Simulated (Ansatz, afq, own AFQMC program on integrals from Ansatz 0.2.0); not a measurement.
AlH, triplet: energetics from AFQMC and coupled cluster

| atom | x (Å) | y (Å) | z (Å) |
| --- | --- | --- | --- |
| Al | 0.0000 | 0.0000 | 0.0000 |
| H | 0.0000 | 0.0000 | 1.6045 |

Geometry: a PBE0/def2-TZVP stationary point, not shown to be a minimum. Basis cc-pVTZ. Noble-gas cores (and the filled d shells of Ga–Kr and In–Xe) are frozen. Integrals, coupled cluster, full CI and functionals: Ansatz 0.2.0; the random walks run on the same integrals in our own AFQMC program. ph-AFQMC/CISD is guided by a CISD state made of CCSD amplitudes; releasing the constraint for a short imaginary time cuts its bias at the price of noise, slowly where states lie close. Uncertainties: one standard error, sampling alone.

Best estimates are CCSD(T) at the basis-set limit (def2-TZVPP/QZVPP) plus the step from CCSD(T) to the highest rung at hand in cc-pVTZ, named in the table (released AFQMC can keep some 10 meV of bias). No zero-point, core-correlation or spin–orbit terms. Other levels are in cc-pVTZ; a dash marks a level that is missing or breaks spin symmetry for a member.

Cautions: AlH (triplet): another spin lies lower; AlH (singlet): restricted determinant unstable towards unrestricted (UHF 17 meV lower, ⟨S²⟩ 0.19), the ph-AFQMC/CISD walk drifts between its halves (2.4 errors); AlH⁺ (quartet): lower spins were not checked; row 2: this needn't be the first ionization; row 2: core correlation is missing, and it shifts such a gap most where an s electron is promoted.

```csv
process,PBE0 (kJ/mol)
"to charge +0, singlet (vertical)",-158
"to charge +1, quartet (vertical)",1210
to free atoms,127
```

Task: From these values, estimate the best estimates.

Result: 
```
                         process  best estimate (kJ/mol)  highest rung
to charge +0, singlet (vertical)                    -180           FCI
to charge +1, quartet (vertical)                    1207           FCI
                   to free atoms                     127           FCI
```

Errors against the best estimates in kJ/mol, in the same order:

```json
{"level": "MP2", "error, 1": "16", "error, 2": "-38", "error, 3": "-6"}
{"level": "CCSD(T)", "error, 1": "0", "error, 2": "-6", "error, 3": "-8"}
{"level": "ph-AFQMC/CISD", "error, 1": "1 ± 0.1", "error, 2": "-5 ± 0.1", "error, 3": "-7 ± 0.1"}
{"level": "CCSD(T)/CBS", "error, 1": "0", "error, 2": "-2", "error, 3": "0"}
{"level": "PBE", "error, 1": "20", "error, 2": "11", "error, 3": "-2"}
{"level": "r2SCAN", "error, 1": "39", "error, 2": "-8", "error, 3": "19"}
{"level": "PBE0", "error, 1": "22", "error, 2": "3", "error, 3": "0"}
{"level": "B3LYP", "error, 1": "0", "error, 2": "29", "error, 3": "-6"}
{"level": "wB97M-V", "error, 1": "-21", "error, 2": "20", "error, 3": "-18"}
{"level": "B2PLYP", "error, 1": "1", "error, 2": "6", "error, 3": "-9"}
```

Cost at the first geometry (cards were shared with other jobs): PBE0/cc-pVTZ, 0.51 s on 1 thread of AMD EPYC 7R13 Processor (Zen 3), with other jobs on the host; UCCSD(T)/cc-pVTZ, 4.2 s on 1 × NVIDIA H100 80GB HBM3 with 1 thread of AMD EPYC 7R13 Processor (Zen 3) (shared host); CCSD(T)/def2-QZVPP, 6 s on 1 × NVIDIA H100 80GB HBM3 with 1 thread of AMD EPYC 7R13 Processor (Zen 3), on a shared host; CCSDT(Q), 7 s on 1 × NVIDIA H100 80GB HBM3 with 1 thread of AMD EPYC 7R13 Processor (Zen 3), with other jobs on the host; ph-AFQMC/CISD with release, 98 s on 1 × NVIDIA H100 80GB HBM3 with 2 threads of AMD EPYC 7R13 Processor (Zen 3), with other jobs on the host.

Best estimates are given only where the step beyond CCSD(T) is under 0.3 eV and no member's determinant is very poor (T1 over 0.05, or 0.07 for open shells, ⟨S²⟩ too high by 0.3, two states mixed), so the hardest cases are missing from such tables.

The functionals ran in a triple-zeta set and keep a basis error of their own, a few kJ/mol for each bond in atomization energies and more for double hybrids, so close places among them and the extrapolated levels can swap.

CCSDT and higher add their correlation energy to the determinant of the CCSD(T) run, since their own runs factorise the integrals more tightly (a shift of under 2 meV). Each member of a difference takes its own highest rung, so a best estimate needn't equal the limit plus the step of one row. A walk keeps the symmetry of its determinant, which the program's search chose and which needn't be the lowest solution, so a lower state of the same spin and another symmetry isn't excluded.
